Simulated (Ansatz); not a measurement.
**BeMgH2 (triplet): wave-function methods side by side at scale of all distances = 1.000, 6-31G**

Aim: climb from Hartree-Fock through coupled cluster and multireference methods for BeMgH2 (triplet) at one geometry and basis, and see what each rung misses.

Method: 6-31G, core rule «outside noble gas», up to 6 orbitals frozen; program: Ansatz 0.2.0, Gaussian basis.

To be run: UHF; CCSD(T) on ROHF; CCSD(T) on UHF; BCCD(T) on ROHF; CISD; CCSDT(Q) on ROHF; CCSDT(Q) on UHF; CISDTQ; CCSDTQ on ROHF; CCSDTQ on UHF; CASSCF and MRCISD+Q, 4 electrons in 4 orbitals; CASSCF and NEVPT2, 4 electrons in 4 orbitals; CASSCF and MRCISD+Q, 6 electrons in 10 orbitals; CASSCF and NEVPT2, 6 electrons in 10 orbitals; Full CI.

12 further runs of the same task are left out: 10 that didn't finish, 2 set aside as unsound or not needed.

## 1. The geometry

The geometry derives from a PBE0/def2-TZVP stationary point (not a proven minimum). All distances are scaled together.

4 atoms, charge 0, spin multiplicity 3.

Atoms are counted from 1 here; the program's logs count them from 0.

Bond lengths: Be1–H3 1.420 Å, Mg2–H3 2.008 Å, Mg2–H4 1.710 Å. Angles: H3–Mg2–H4 132.1°, Be1–H3–Mg2 95.7°.

Geometry (Å):

```
Be    0.0000   -0.0640    1.9142
Mg    0.0000   -0.0368   -0.6569
H     0.0000    1.0491    1.0318
H     0.0000    0.4099   -2.3070
```

## 2. UHF

Input file in.yaml:

```yaml
crystal:
  periodic: [false, false, false]
  atoms:
    - {symbol: Be, position_ang: [0.000000, -0.064014, 1.914191]}
    - {symbol: Mg, position_ang: [0.000000, -0.036767, -0.656886]}
    - {symbol: H, position_ang: [0.000000, 1.049072, 1.031751]}
    - {symbol: H, position_ang: [0.000000, 0.409865, -2.307047]}
basis:
  gaussian: {orbitals: 6-31G}
magnetization: {spin_polarized: true, initial_magnetization: 2}
hamiltonian: {xc: hf}
output: {orbitals: {seedname: orbitals}}
```

The run is started by

```
$ ansatz run in.yaml --threads 1 --pin off --events-out ev --progress --plain --max-ram 2393MiB
```

Further steps of the session: CCSD(T) on ROHF; CCSD(T) on UHF; BCCD(T) on ROHF; CISD; CCSDT(Q) on ROHF; CCSDT(Q) on UHF; CISDTQ; CCSDTQ on ROHF; CCSDTQ on UHF; CASSCF and MRCISD+Q, 4 electrons in 4 orbitals; CASSCF and NEVPT2, 4 electrons in 4 orbitals; CASSCF and MRCISD+Q, 6 electrons in 10 orbitals; CASSCF and NEVPT2, 6 electrons in 10 orbitals; Full CI.

Q: Predict the results of all the runs planned. Wanted: FCI below the RHF energy; RMP2 from FCI; UMP2 from FCI; RCCSD from FCI; RCCSD(T) from FCI; UCCSD(T) from FCI; RCCSDT(Q) from FCI; UCCSDT(Q) from FCI; NEVPT2 pair from FCI.

**Answer**, as computed:

| quantity | value |
| --- | --- |
| FCI below the RHF energy | -1.4379 eV |
| RMP2 from FCI | +490.7 meV |
| UMP2 from FCI | +487.1 meV |
| RCCSD from FCI | +38.3 meV |
| RCCSD(T) from FCI | +14.7 meV |
| UCCSD(T) from FCI | +14.4 meV |
| RCCSDT(Q) from FCI | +0.3 meV |
| UCCSDT(Q) from FCI | +0.1 meV |
| NEVPT2 pair from FCI | +375.4 meV |
| NEVPT2 valence from FCI | +92.2 meV |
| MRCISD+Q valence from FCI | +7.4 meV |
| levels within 1 kcal/mol (43 meV) | RCCSD, UCCSD, RCCSD(T), UCCSD(T), BCCD(T), RCCSDT, UCCSDT, CISDTQ, RCCSDT(Q), UCCSDT(Q), RCCSDTQ, UCCSDTQ, MRCISD valence, MRCISD+Q valence |
| T1 diagnostic | 0.022 |
| effectively unpaired electrons | 2.02 |

**Reading.** RCCSD(T) misses by +14.7 meV, 1.0 % of the correlation energy. One determinant dominates. Of the multireference levels listed MRCISD+Q valence comes nearest in total energy (+7.4 meV), which doesn't show that its space is the better one. These misses are within one basis, not against nature; the frozen cores of restricted and unrestricted runs differ, which can shift their rows.
